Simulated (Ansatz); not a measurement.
in.yaml

```yaml
crystal:
  periodic: [false, false, false]
  atoms:
    - {symbol: Al, position_ang: [0.000000, -0.056293, 1.357502]}
    - {symbol: Mg, position_ang: [0.000000, 0.000499, -1.534727]}
    - {symbol: H, position_ang: [0.000000, 1.494872, 0.668724]}
basis:
  gaussian: {orbitals: 6-31G}
correlation: {method: sc_nevpt2, electrons: all, active_space: {window: {electrons: 8, orbitals: 5}}}
```

```sh
$ ansatz run in.yaml --threads 1 --pin off --events-out ev --progress --plain --max-ram 2393MiB
```

Log:

```
302 factors; integrals over basis functions are off by at most 1.7e-4 eV
mean field evaluation 1: about -12027.5688 eV, gradient 5.0e0 eV
mean field evaluation 2: about -12027.5730 eV, gradient 5.0e0 eV
mean field evaluation 4: about -12027.7697 eV, gradient 3.1e-1 eV
mean field evaluation 8: about -12027.7708 eV, gradient 1.3e-4 eV
mean field evaluation 16: about -12022.2559 eV, gradient 3.6e-1 eV
mean field evaluation 32: about -12018.5175 eV, gradient 6.0e0 eV
mean field -12027.77083207 eV, -442.0124253626 hartree, gradient 2.0e-6 eV, S^2 0.000000; 3 other end points of the search recorded, 0 dependent functions left out; unrestricted orbitals would lower it
reference -12027.77083207 eV, -442.0124253626 hartree; 13, 13 occupied and 15, 15 virtual orbitals, 302 factors
state -12028.18407011 eV, -442.0276115807 hartree
state -12028.18407011 eV, -442.0276115807 hartree; corrected -12029.29932150 eV, -442.0685963132 hartree
state -12028.11148336 eV, -442.0249440668 hartree
state -12028.11148336 eV, -442.0249440668 hartree; corrected -12029.21071621 eV, -442.0653401289 hartree
state -12028.18407011 eV, -442.0276115807 hartree; corrected -12029.29932150 eV, -442.0685963132 hartree
WARN: 2 active orbitals are nearly empty or full. The corrections depend on them more than the energy does, and are more stable in an active space without them
Total energy: -12029.29932150 eV, -442.0685963132 hartree
```

Natural occupations: 2.0000 2.0000 1.9956 1.8964 0.1081.

Ran on 1 thread of Arm Neoverse V1, shared host: 1.1 s wall, 0.15 GiB peak host memory.
